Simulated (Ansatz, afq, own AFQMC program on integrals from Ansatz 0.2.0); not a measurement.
Two steps: Ansatz 0.2.0 writes the Fock matrix and Cholesky factors of the valence space, and afq projects on them the lowest state that overlaps trial and start.

```yaml
crystal:
  periodic: [false, false, false]
  atoms:
    - {symbol: C, position_ang: [0.000000, 0.000000, 1.567533]}
    - {symbol: N, position_ang: [0.000000, 0.000000, 0.392233]}
    - {symbol: Ga, position_ang: [0.000000, 0.000000, -1.959767]}
basis:
  gaussian: {orbitals: cc-pVDZ}
magnetization: {spin_polarized: false}
correlation: {method: ccsd_t, electrons: outside_noble_gas, hamiltonian_folder: ham}
```

```sh
$ ansatz run in.yaml --threads 1 --pin off --events-out ev --progress --plain --max-ram 1382MiB
```

afq runs on the folder ham with

```
--method free --trial cisd --walkers 60 --time-step 0.03 --max-blocks 80 --target-error 0.00042 --factor-cut 1e-05 --seed 3098 --times 0,0.21,0.42,0.81,1.2,1.8,2.4,3 --taylor-order 8
```

Times are imaginary, in 1/Eh. The walk had a cap of 638 s. Filled inner d shells are frozen with the cores.

Log:

```
orbitals 39  electrons 6 6  factors 295 of 595
reference energy -2015.52610572 Eh
CCSD correlation -0.32548817 Eh in 12 cycles, weight of the determinant in the CISD state 0.8465
repeat  energy at the last time / Eh  error
    10  -2015.867399  0.003685
    20  -2015.867491  0.002347
    30  -2015.866917  0.001750
    40  -2015.866160  0.001656
    50  -2015.866067  0.001418
    60  -2015.866369  0.001371
    70  -2015.866505  0.001229
    80  -2015.866798  0.001168
time / (1/Eh)  energy / Eh  error  mean overlap
  0.00  -2015.851105  0.000632  1.1815
  0.21  -2015.858628  0.000597  1.1865
  0.42  -2015.861559  0.000630  1.1893
  0.81  -2015.864561  0.000635  1.1835
  1.20  -2015.865839  0.000693  1.1840
  1.80  -2015.866502  0.000894  1.1850
  2.40  -2015.867208  0.001022  1.1958
  3.00  -2015.866798  0.001168  1.2140
energy -2015.866798 +/- 0.001168 Eh
```

The run passed its tests (error under three times the target), which doesn't prove that it has relaxed.

Against this walk (error 31.8 meV) on the same determinant: CCSD(T) 32.2 meV higher (within the noise), CCSDT(Q) 18.7 meV lower (within the noise). The error is statistical, and a free projection of finite length keeps a remainder of its start.

Cautions: remainder of the start not in the error; error above the target (31.8 against 11.4 meV); no relativity below Rb; no spin-orbit coupling; inner d shell frozen.

The walk took 2 min on 1 thread of Intel(R) Xeon(R) 6975P-C (Granite Rapids), on a shared host. The log's last line is the free-projection energy.

CCSDT and higher add their correlation energy to the determinant of the CCSD(T) run, since their own runs factorise the integrals more tightly (a shift of under 2 meV). A walk keeps the symmetry of its determinant, which the program's search chose and which needn't be the lowest solution, so a lower state of the same spin and another symmetry isn't excluded.
